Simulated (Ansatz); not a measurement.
Hexagonal BN: PBE at its full settings (plane-wave cutoff 520 eV, 18×18×6 k mesh (along the axes of the cell as run), Fermi–Dirac smearing 0.01 eV, scalar-relativistic PAW data made under PBE) and at cheaper ones, in a cell of 4 atoms with Γ-centred meshes.

| level and setting | lattice parameter a (Å) | lattice parameter c (Å) | bulk modulus B0 (GPa) |
|---|---|---|---|
| PBE (Ansatz) | 2.512 | 8.528 | 1.5 |
| PBE (2×2×2 k mesh) (Ansatz) | 2.545 | 7.342 | 2.1 |
| PBE (4×4×4 k mesh) (Ansatz) | 2.512 | 8.539 | 1.5 |
| PBE (6×6×6 k mesh) (Ansatz) | 2.512 | 8.529 | 1.5 |
| PBE (Fermi-Dirac smearing of 0.3 eV) (Ansatz) | 2.512 | 8.528 | 1.5 |

Largest shifts from the full settings: lattice constant a +1.31 % (PBE (2×2×2 k mesh)), against a difference of +0.32 % of the full result from the reference 2.504 Å (measured, 297 K, no zero-point or thermal correction; as tabulated in Ioffe Institute, New Semiconductor Materials archive); lattice parameter c -13.9 % (PBE (2×2×2 k mesh)), against a difference of +28 % of the full result from the reference 6.661 Å (measured, 297 K, no zero-point or thermal correction; as tabulated in Ioffe Institute, New Semiconductor Materials archive); bulk modulus +40 % (PBE (2×2×2 k mesh)), against a difference of -95 % of the full result from the reference 27.4 ± 0.9 GPa (measured, room temperature, no zero-point or thermal correction; as tabulated in Muhammad et al. (2024), arXiv:2307.07533).

Caveats: the cell comes from a level without a dispersion term, which matters for the spacing of layers, chains or molecules (PBE, PBE (2×2×2 k mesh), PBE (4×4×4 k mesh), PBE (6×6×6 k mesh), PBE (Fermi-Dirac smearing of 0.3 eV)). Ansatz's density-functional and Hartree–Fock values are scalar-relativistic unless marked +SOC, with PAW data made under PBE.

Run with cheap settings on purpose, which may leave them unconverged: PBE (2×2×2 k mesh), PBE (4×4×4 k mesh), PBE (6×6×6 k mesh), PBE (Fermi-Dirac smearing of 0.3 eV).

Ansatz is a quantum-chemistry and plane-wave program.
